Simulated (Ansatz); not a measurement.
Black phosphorus: PBE at its full settings (plane-wave cutoff 520 eV, 10×10×8 k mesh (along the axes of the cell as run), Fermi–Dirac smearing 0.01 eV, scalar-relativistic PAW data made under PBE) and at cheaper ones, in a cell of 4 atoms with Γ-centred meshes.

```tsv
level and setting	equilibrium volume per atom (Å³/atom)	bulk modulus (GPa)
PBE (Ansatz)	21.34	7.4
PBE (300 eV cutoff) (Ansatz)	21.34	8.2
PBE (4×4×4 k mesh) (Ansatz)	19.83	12.2
PBE (6×6×6 k mesh) (Ansatz)	21.29	7.1
PBE (Fermi-Dirac smearing of 0.3 eV) (Ansatz)	20.87	8.3
```

Largest shifts from the full settings: equilibrium volume per atom -7.1 % (PBE (4×4×4 k mesh)), against a difference of +12.5 % of the full result from the reference 18.97 Å³/atom (measured, temperature not stated, no zero-point or thermal correction; as tabulated in Appalakondaiah et al. (2012), arXiv:1211.3512); bulk modulus +65 % (PBE (4×4×4 k mesh)), against a difference of -75 % of the full result from the reference 29.8 ± 0.7 GPa (measured, room temperature, not corrected to a static lattice, sources range from 29.8 to 33.3; as tabulated in Muhammad et al. (2024), arXiv:2307.07533).

Caveats: the cell comes from a level without a dispersion term, which matters for the spacing of layers, chains or molecules (PBE, PBE (300 eV cutoff), PBE (4×4×4 k mesh), PBE (6×6×6 k mesh), PBE (Fermi-Dirac smearing of 0.3 eV)). Ansatz's density-functional and Hartree–Fock values are scalar-relativistic unless marked +SOC, with PAW data made under PBE.

Run with cheap settings on purpose, which may leave them unconverged: PBE (300 eV cutoff), PBE (4×4×4 k mesh), PBE (6×6×6 k mesh), PBE (Fermi-Dirac smearing of 0.3 eV).

Ansatz is a program for electronic structure.
